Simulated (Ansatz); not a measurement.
# CH₄OSi, SMILES C1O[SiH2]1: the energy of protonation at one site

Program: Ansatz's Python interface.

Run as a notebook:

In [1]:
```python
import warnings

import ansatz as az
import numpy as np
```

In [2]:
```python
warnings.simplefilter("ignore", az.DeckWarning)
```

In [3]:
```python
geometry_ang = [
    ("C", (-0.5468, -0.4247, -0.6651)),
    ("O", (-0.0021, -1.0952, 0.4002)),
    ("Si", (0.4765, 0.4741, 0.521)),
    ("H", (-1.5731, -0.1327, -0.6177)),
    ("H", (-0.1933, -0.5313, -1.6873)),
    ("H", (-0.0906, 1.0971, 1.7457)),
    ("H", (1.9905, 0.5448, 0.2575)),
]
system = az.Crystal.molecule()
for symbol, xyz in geometry_ang:
    system = system.atom(symbol, xyz)
```

In [4]:
```python
setup = (
    system.calculation()
    .basis(gaussian="def2-SVP")
    .functional("r2scan", dispersion="d3bj")
)
symbols = [site.symbol for site in system.cartesian_sites]
start = np.array([site.position_ang for site in system.cartesian_sites], dtype=float)
data = setup.relax(force_tolerance=0.01).run().report
end = np.array(data["positions_ang"])

# start the new hydrogen opposite the existing bonds
away = sum((end[1] - end[j]) / np.linalg.norm(end[1] - end[j]) for j in [0, 2]) + np.array([0.15, 0.1, -0.2])
proton = end[1] + 1.0 * away / np.linalg.norm(away)
acid = az.Crystal.molecule()
for symbol, place in zip(symbols, end):
    acid = acid.atom(symbol, place.tolist())
acid = acid.atom("H", proton.tolist())
protonated = (
    acid.calculation()
    .basis(gaussian="def2-SVP")
    .functional("r2scan", dispersion="d3bj")
    .charge(1)
    .relax(force_tolerance=0.01, max_steps=80)
)
after = protonated.run().report
xyz = np.array(after["positions_ang"])
reach = np.linalg.norm(xyz[:-1] - xyz[-1], axis=1)
print(f"base {data['free_energy_ev']:.5f} eV, protonated {after['free_energy_ev']:.5f} eV")
print(f"the proton ends {reach.min():.3f} A from {symbols[reach.argmin()]}{reach.argmin()}")
print(f"electronic proton affinity {23.060548 * (data['free_energy_ev'] - after['free_energy_ev']):.1f} kcal/mol")
```
```text
base -11018.46919 eV, protonated -11027.16081 eV
the proton ends 0.978 A from O1
electronic proton affinity 200.4 kcal/mol
```

Total energies depend on the basis set; only differences at equal settings carry meaning. The proton is put on one chosen atom, which needn't be the most basic site, so the molecule's proton affinity can be higher; the ends are stationary points, not checked by frequencies, and zero-point and thermal terms count only where printed. A dispersion term here runs with damping parameters fitted for another variant or functional. The script silences the warnings on its input, which a real study should read. It ran for 66 s on 1 thread of Arm Neoverse V2, with other jobs on the host, peak memory 0.22 GiB.
